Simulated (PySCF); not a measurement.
Compound: phosphabenzene, C₅H₅P.
Bonds: C1–C2 (aromatic), C2–C3 (aromatic), C3–P4 (aromatic), P4–C5 (aromatic), C5–C6 (aromatic), C1–C6 (aromatic). Hydrogens: H7 on C1; H8 on C2; H9 on C3; H10 on C5; H11 on C6.

The closed-shell ground state was solved at several levels (PySCF, density fitting, gas phase, non-relativistic). Geometry: PBE0-D3(BJ)/def2-SVP; no solvent, vibrations or thermal averaging.

| level | basis functions | HOMO (eV) | LUMO (eV) | gap (eV) | dipole (D) |
| --- | --- | --- | --- | --- | --- |
| PBE0/IGLO-III | 269 | -7.12 | -1.44 | 5.68 | 1.55 |
| PBE0/cc-pVTZ | 254 | -7.11 | -1.44 | 5.67 | 1.66 |
| PBE0/cc-pVDZ | 113 | -7.04 | -1.32 | 5.72 | 1.64 |
| PBE0/pcSseg-0 | 68 | -7.40 | -1.52 | 5.88 | 2.02 |

Task: What might PBE0/aug-cc-pVDZ (187 basis functions) give for the same quantities?

Result: HOMO -7.16 eV, LUMO -1.52 eV, gap 5.64 eV, dipole 1.74 D.

Task: Over all these levels, which gives the widest orbital gap and which the narrowest?

Result: PBE0/pcSseg-0 has the widest, 5.88 eV, and PBE0/aug-cc-pVDZ the narrowest, 5.64 eV. From the narrowest to the widest the HOMO moves by -0.24 eV and the LUMO by 0.00 eV.

Task: How much does the basis alone move the frontier levels among the 5 PBE0 rows (the withheld one included)?

Result: The HOMO by 0.36 eV and the LUMO by 0.20 eV. By rising basis size (HOMO, LUMO in eV): pcSseg-0 -7.40, -1.52; cc-pVDZ -7.04, -1.32; aug-cc-pVDZ -7.16, -1.52; cc-pVTZ -7.11, -1.44; IGLO-III -7.12, -1.44.

Task: How far do the dipole and the HOMO energy spread over the levels?

Result: The dipole runs from 1.55 to 2.02 D (mean 1.72 D) and the HOMO from -7.40 to -7.04 eV.
